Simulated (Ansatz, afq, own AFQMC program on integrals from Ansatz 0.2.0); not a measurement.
**NH3, triplet in cc-pVTZ, levels against CCSDT(Q)**

```xyz
4

H    -1.8488    0.0594    0.0000
H    -0.9698    0.0594    0.0000
N     0.1712    0.0594    0.0000
H     0.4402   -0.9448    0.0000
```

Basis cc-pVTZ. Noble-gas cores (and the filled d shells of Ga–Kr and In–Xe) are frozen. Integrals, coupled cluster, full CI and functionals: Ansatz 0.2.0; the random walks run on the same integrals in our own AFQMC program. The CISD trial takes its coefficients from CCSD amplitudes. Released means that phaseless walkers are propagated on without the constraint, phases kept. ± is one standard error of the sampling.

Determinant: UHF, the one that the program's search chose, which needn't be the lowest solution. The geometry is a point of a scan.

No full CI on the walks' own integrals is used here; CCSDT(Q) serves as the reference and is uncertain by about the last step of the cluster series.

Cautions: lower spins were not checked.

```
T1 diagnostic                               : 0.0164
weight of the determinant in the CISD state : 0.925
⟨S²⟩ of the determinant                     : 2.042
size of the correlated space                : 8 electrons in 71 orbitals
```

| level | correlation energy (eV) |
| --- | --- |
| MP2 | -5.2155 |
| CCSD | -5.8577 |
| CCSD(T) | -6.0323 |

Estimate where AFQMC with the constraint released lies against CCSD(T) on the same integrals.

20.5 ± 2.0 meV below CCSD(T).

Reference: CCSDT(Q), correlation energy -6.055 eV. The released energy is read at 2.40 1/Eh (meV from the phaseless value at times in 1/Eh: -7.4 ± 2.2 at 0.24, -12.1 ± 2.1 at 0.51, -11.4 ± 2.2 at 0.99, -13.0 ± 1.9 at 1.62, -9.0 ± 2.0 at 2.40).

```tsv
level	E − E(reference) (meV)	share of correlation (%)
CCSD(T)	23.2	99.62
CCSDT	6.8	99.89
ph-AFQMC/CISD	11.7 ± 4.2	99.81
released AFQMC	2.6 ± 2.0	99.96
```

A walk keeps the symmetry of its determinant, which the program's search chose and which needn't be the lowest solution, so a lower state of the same spin and another symmetry isn't excluded. Released energies are given only where the last usable release times agree within the noise; a slower fall can still hide under it.
